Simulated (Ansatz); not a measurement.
A made-up structure of C$_{2}$H$_{5}$Si, doublet:

C1  (-0.679, 0.323, -0.414)
C2  (0.744, 0.380, 0.196)
Si3  (-0.383, -0.868, 0.974)
H4  (-0.766, -0.060, -1.427)
H5  (-0.035, -1.903, 1.881)
H6  (0.986, 1.294, 0.729)
H7  (1.563, 0.033, -0.428)
H8  (-0.173, -2.304, 0.619)
(Å)

It is relaxed with PBE-D4/def2-SVP and then PBE0-D4/def2-TZVP (Ansatz 0.2.0). Atoms count as bonded within 1.22 times the sum of their covalent radii (H–H: 0.88 Å). The end point is not checked to be a true minimum.

(1) Does its bonding change? (A judgement: the text doesn't fix the answer.)

Answers

(1) By the calculation: No: no bond forms or breaks.

Where it ends: The first stage lowers the energy by 2.81 eV in 13 steps. It ends as C₂H₅Si ([CH]1[CH2][SiH2]1):
```xyz
8
angstrom
C -0.5678 0.0037 -0.3873
C 0.8170 0.2352 0.1208
Si -0.0879 -1.2500 0.7992
H -1.1892 0.5256 -1.0998
H -0.6207 -1.2217 2.1806
H 0.9809 1.1114 0.7533
H 1.6412 0.1012 -0.5844
H 0.2837 -2.6108 0.3481
```

Labels in which every atom is bracketed show which atoms are joined, not bond orders.

For scale, one of the runs: PBE0-D4/def2-TZVP relaxation, 129 basis functions, launched by `ansatz run in.yaml --threads 2 --pin off --events-out ev --progress --plain --max-ram 4352MiB`. The run took about 78 s on 2 CPU threads of an Arm Neoverse V2 (shared host).
